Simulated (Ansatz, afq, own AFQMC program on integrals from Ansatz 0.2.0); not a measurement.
Atomization energy of CHGaS, singlet

```
atom   x (Å)    y (Å)    z (Å)
   C  0.0000  -1.0734   0.8654
   S  0.0000   0.3710   1.6204
  Ga  0.0000   0.0430  -0.9155
   H  0.0000  -1.9856   1.4681
```

Connectivity, by distances: CH–S–Ga, closed to a ring.

Atoms in their ground-state spins without spin–orbit coupling (mostly on UHF) minus the molecule (RHF), without zero-point energy. The geometry is a stationary point, not shown to be a minimum.

Basis cc-pVDZ. Only valence electrons are correlated. Integrals, coupled cluster, full CI and functionals: Ansatz 0.2.0; the random walks run on the same integrals in our own AFQMC program. ph-AFQMC/CISD is guided by a CISD state made of CCSD amplitudes; releasing the constraint for a short imaginary time cuts its bias at the price of noise, slowly where states lie close. Free projection: walkers drawn from exp(T), propagated without any constraint. Its projection time is finite, and what remains of the start isn't in its error. Error bars are statistical, one sigma. No spin–orbit coupling. The errors of all members are added in quadrature.

No full CI on the walks' own integrals is used here; CCSDT(Q) serves as the reference and is uncertain by about the last step of the cluster series. Each member takes its own surest rung, up to full CI.

The best estimate is CCSD(T) at the basis-set limit (CBS: def2-TZVPP and def2-QZVPP, with their diffuse functions for anions and beside diffuse sets, CCSD(T) itself extrapolated) plus the step from CCSD(T) to CCSDT(Q) in cc-pVDZ. Rows without CBS are in cc-pVDZ; B2PLYP and the wave-function rows carry a basis error of their own. Core correlation and relativity beyond core potentials are missing, and ± holds the sampling alone.

Cautions: inner d shell frozen; no relativity below Rb; no spin-orbit coupling; CHGaS (singlet): higher spins were not checked, raised T1 diagnostic (T1 0.023, weight of the determinant 0.82, largest double 0.07).

Best estimate: 1220.3 kJ/mol.

```csv
level,atomization energy (kJ/mol),error against the best estimate (kJ/mol)
HF,751.1,-469.2
MP2,1120.1,-100.2
CCSD,1056.0,-164.3
CCSD(T),1088.6,-131.7
ph-AFQMC/CISD,1090.2 ± 2.9,-130.0 ± 2.9
released AFQMC,1090.3 ± 3.3,-130.0 ± 3.3
free AFQMC,1083.9 ± 3.3,-136.4 ± 3.3
HF/CBS,782.3,-438.0
MP2/CBS,1253.3,33.0
CCSD(T)/CBS,1216.9,-3.4
surest rungs in cc-pVDZ,1091.9,-128.3
```

Correlation beyond CCSD(T) adds 3.4 kJ/mol. Going to the basis-set limit adds 128.3 kJ/mol at CCSD(T). The perturbative (T) step is worth +32.6 kJ/mol.

Best estimates are given only where the step beyond CCSD(T) is under 0.3 eV and no member's determinant is very poor (T1 over 0.05, or 0.07 for open shells, ⟨S²⟩ too high by 0.3, two states mixed), so the hardest cases are missing from such tables.

Free projections are given only where their last times agree within the noise and don't stop above the reference; a slow remainder of the start can still hide under it. Each member of a difference takes its own highest rung, so a best estimate needn't equal the limit plus the step of one row. A walk keeps the symmetry of its determinant, which the program's search chose and which needn't be the lowest solution, so a lower state of the same spin and another symmetry isn't excluded. Released energies are given only where the last usable release times agree within the noise; a slower fall can still hide under it.
